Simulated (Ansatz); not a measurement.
SiH2O (oxosilane): methods side by side

SiH2O: 4 atoms, total charge 0, spin state singlet. As SMILES, `O=[SiH2]`. Geometry: optimised at wB97X-V/def2-SVP.

```xyz
4

O    -0.2852    0.4169    1.4813
Si   -0.0073    0.0094    0.0339
H     0.4411   -1.3472   -0.3817
H    -0.1486    0.9209   -1.1336
```

Each level gives the dissociation energy of the Si2–O1 bond into singlet SiH2 and triplet O (shapes relaxed at wB97X-V/def2-SVP, no zero-point term) (eV). The values are calculated.

```csv
level,kind,program,value (eV),less CCSD(T)/def2-TZVPP,CPU time (all runs)
HF/def2-TZVPP,Hartree–Fock,Ansatz,3.89,-2.34,0.52 s
SVWN5/def2-TZVPP,LDA,Ansatz,7.80,+1.57,0.82 s
BLYP/def2-TZVPP,GGA,Ansatz,6.61,+0.38,1.4 s
PBE/def2-TZVPP,GGA,Ansatz,6.80,+0.57,1.4 s
PBE0-D4/def2-TZVPP,global hybrid,Ansatz,6.36,+0.13,1.4 s
wB97M-V/def2-TZVPP,range-separated hybrid,Ansatz,6.40,+0.17,5.2 s
RPA@PBE/def2-TZVPP,RPA,Ansatz,5.86,-0.37,2.8 s
CCSD(T)/def2-TZVPP,coupled cluster or CI,Ansatz,6.23,0.00,2.3 s
```

CCSD(T)/def2-TZVPP is the highest level here, not the true value. The values span 3.89 to 7.80 eV. Hartree–Fock misses the correlation of the electron pair that is broken and comes out low. A fragment with an even electron count was run as a singlet and may have a lower triplet. Measured bond enthalpies also hold zero-point and thermal terms, a few tenths of an eV less. In so small a basis fixed costs decide the times, and correlated methods can beat functionals. Times are those of the runs behind each value, whatever else they computed, on shared processors of several kinds: orders of magnitude only.
